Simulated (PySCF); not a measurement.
## Simulated absorption spectrum

Compound: C₃H₄FN.
Z-matrix (Å and degrees, PBE0-D3(BJ)/def2-SVP geometry), rows numbered from 1:
```
C 
N   1  1.2701
C   2  1.3828  1  118.61
C   3  1.3399  2  122.22  1   180.00
F   4  1.3184  3  123.44  2    -0.06
H   1  1.0979  2  119.46  3  -179.89
H   1  1.1084  2  123.36  3     0.11
H   3  1.1018  2  120.56  1    -0.05
H   4  1.0940  3  123.01  2   179.90
```

Theory: PySCF 2.14.0, density-fitted response routines, TDDFT CAM-B3LYP/def2-SVPD, vertical, gas phase, core orbitals frozen in the response.

Broadening: Gaussians 0.3 eV wide at half height, area fixed by f = 4.319×10⁻⁹ ∫ε dν̃. The width is an assumption, not a result. The curve ends short of the highest state used, and states not computed would add to its high-energy end.

```csv
E (eV),ε (L mol⁻¹ cm⁻¹)
4.08,0
4.24,6
4.40,49
4.56,77
4.73,22
4.89,1
5.05,0
5.21,8
5.37,695
5.54,13449
5.70,42999
5.86,28393
6.02,3872
6.18,109
6.35,2
6.51,77
6.67,599
6.83,958
6.99,317
7.16,22
7.32,274
7.48,3641
7.64,12701
7.80,14289
```

(1) Locate the maxima and give the states behind the curve.

(2) Coming from long wavelengths, where does ε first pass 100 L mol⁻¹ cm⁻¹?

(3) On this curve, what absorbance would a 10⁻⁴ mol/L sample give at 254 nm over a 1 cm path?

Answers

(1) 274 nm (4.53 eV), ε about 80, made up of S1 (100%); 216 nm (5.74 eV), ε about 45000, made up of S2 (100%); 182 nm (6.80 eV), ε about 990, made up of S3 (100%); 160 nm (7.74 eV), ε about 16000, made up of S6 (36%) and S7 (57%) (ε in L mol⁻¹ cm⁻¹; maxima over ε = 5, shares over 10%). The states used: S1 4.53 eV (f 0.0009); S2 5.74 eV (f 0.500); S3 6.80 eV (f 0.011); S4 7.55 eV (f 0.0004); S5 7.64 eV (f 0.016); S6 7.66 eV (f 0.075); S7 7.80 eV (f 0.111); S8 7.98 eV (f 0.0002); S9 8.07 eV (f 0.0011); S10 8.40 eV (f 0.0085).

(2) At about 234 nm (5.29 eV), 0.77 eV above S1.

(3) 254 nm is 4.881 eV, where ε is about 1.7 L mol⁻¹ cm⁻¹, so A = ε c l ≈ 0.00017 (Beer–Lambert, with the gas-phase spectrum and the assumed width).

All these states lie below the vertical ionisation energy of 9.49 eV (ΔSCF).

One conformer stands for the species.
